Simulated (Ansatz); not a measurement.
Relaxation of BCl$_{2}$H$_{2}$ (5 atoms, charge 0, multiplicity 2), to a largest force component of 0.03 eV/Å in at most 50 steps.

Level of theory: UKS PBE0/def2-SVP in Ansatz.

```xyz
5
Properties=species:S:1:pos:R:3:forces:R:3
B 0.031 0.000 -0.094 -0.03 0.00 -0.27
H 0.070 0.000 1.106 0.07 0.00 0.37
Cl 1.528 0.000 -0.970 -0.12 0.00 0.07
H -1.016 0.000 -0.690 0.08 0.00 -0.03
Cl -0.032 0.000 3.673 0.00 0.00 -0.14
```

Question: Where does it end, and by what steps?

Answer: The run converged. After 8 steps the energy has fallen by 0.167 eV; Cl5 moved furthest, 0.66 Å.

```csv
step,energy less start (eV),largest force component (eV/Å),accepted
0,0.0000,0.372,yes
1,-0.0106,0.236,yes
2,-0.0576,0.220,yes
3,-0.1118,0.234,yes
4,-0.1540,0.602,yes
5,-0.1620,0.167,yes
6,-0.1668,0.067,yes
7,-0.1671,0.043,yes
8,-0.1671,0.020,yes
```

```xyz
5
Properties=species:S:1:pos:R:3
B 0.028 0.000 0.024
H 0.065 0.000 1.316
Cl 1.526 0.000 -0.802
H -1.041 0.000 -0.525
Cl 0.002 0.000 3.012
```

Whether the end is a true minimum wasn't checked by a vibrational analysis.

Time of the run: 17 s on 1 thread of Intel(R) Xeon(R) 6975P-C (Granite Rapids), on a shared host, peak memory 0.17 GiB.
